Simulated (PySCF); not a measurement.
CH3F, charge +1, multiplicity 2. Atoms are numbered in the order given.

```xyz
5

C      0.0816    -0.5729     0.0000
F     -0.0178     0.7230     0.0000
H      1.0955    -0.9903     0.0000
H     -0.7124    -1.0395    -0.7332
H     -0.7124    -1.0395     0.7332
```
Charge +1, spin multiplicity 2.

The structure is a stationary point at PBE-D3(BJ)/def2-TZVP. The multiplicity is an assumed one; other spin states were not compared.

Computed with PBE-D3(BJ)/def2-TZVP (PySCF 2.14.0).

Frequencies are harmonic and unscaled.

| mode | ν (cm⁻¹) | IR (km/mol) | moving atoms (share of kinetic energy) |
|---|---|---|---|
| 1 | 748 | 102.0 | H 70 %, C 28 % |
| 2 | 923 | 10.4 | H 97 % |
| 3 | 961 | 86.2 | H 85 %, C 14 % |
| 4 | 1041 | 47.8 | H 77 %, C 17 % |
| 5 | 1254 | 96.3 | F 41 %, C 33 %, H 27 % |
| 6 | 1408 | 12.5 | H 77 %, C 20 % |
| 7 | 2173 | 176.2 | H 97 % |
| 8 | 2486 | 90.9 | H 93 % |
| 9 | 3111 | 33.9 | H 91 %, C 9 % |
